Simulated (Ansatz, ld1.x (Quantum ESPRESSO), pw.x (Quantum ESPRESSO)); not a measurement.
# From atom to crystal: TM potential for boron

* Element: B (Z = 5)
* Generator: ld1.x (Quantum ESPRESSO) 7.5
* Type: norm-conserving Troullier–Martins (Kleinman–Bylander form)
* Functional: PBEsol
* Relativity: scalar-relativistic
* Frozen core: [He]
* Valence charge: 3
* Reference configuration: 2s2 2p1
* Partial waves: 2s (bound): rc 1.40 bohr; 2p (bound): rc 2.20 bohr; 3d channel at 0.4 Ry: rc 2.35 bohr
* Local potential: all-electron potential smoothed inside 2.05 bohr (lloc = -1)
* Core correction: none

Atomic tests: cutoffs needed: 21 Ry and 50 Ry (the cutoffs (Ry, on a coarse ladder) from which the occupation-weighted sum of valence levels, in a spherical-Bessel basis at the reference potential, stays within 10 and 1 mRy of its value at 400 Ry); ghost test: no extra level below or beside the all-electron valence levels (s, p, d, f tested) (spherical-Bessel basis up to 400 Ry, 20 bohr box); largest excitation error: +115 meV (all-electron minus pseudo) for 2s1 2p0, out of 7 test configurations.

Crystal test: fcc B in pw.x 7.5, no spin, 18³ k-points, Fermi–Dirac smearing 0.01 Ry, cutoffs 60/240 Ry. The reference is all-electron LAPW (Ansatz 0.2.0) with the same functional, mesh and smearing; V0 and B0 come from Birch–Murnaghan fits to the pressures at five volumes. Errors are pseudo minus all-electron; Δ is the rms difference of the E(V) curves that follow from these fits, minima aligned, over ±6 % about the mean V0. Mesh and smearing are coarse, so the numbers serve the comparison and aren't converged zero-temperature values; the lattice is a test structure that the element need not adopt.

| V (Å³/atom) | P all-electron (GPa) | P pseudo (GPa) |
| --- | --- | --- |
| 5.544 | 15.12 | 11.63 |
| 5.690 | 6.84 | 3.80 |
| 5.836 | -0.51 | -3.16 |
| 5.982 | -7.04 | -9.35 |
| 6.128 | -12.83 | -14.84 |

All-electron: a0 = 2.856 Å (V0 = 5.83 Å³/atom), B0 = 278.7 GPa.

Pseudopotential: mean pressure error (GPa): -2.70; a0 (Å): 2.847; a0 error (%): -0.33; B0 error (%): -1.7; Δ (meV/atom): 3.5. The largest radius (2.35 bohr) exceeds half the bond length (1.91 bohr), so the spheres overlap, which is one possible source of error among others.

Problem. At the middle volume, how do free energy and pressure move when the wave cutoff is lowered (ecutrho kept at four times it)?

Solution.

| cutoff (Ry) | shift of F (meV/atom) | shift of P (GPa) |
| --- | --- | --- |
| 27 | +21.5 | -0.54 |
| 36 | +17.6 | +0.14 |
| 48 | +6.9 | -0.34 |

The run at the middle volume (195 k-points, 7 iterations) took about 2.9 s on one core of a shared host (Neoverse-V2, 32 threads, 247 GiB, load 11).
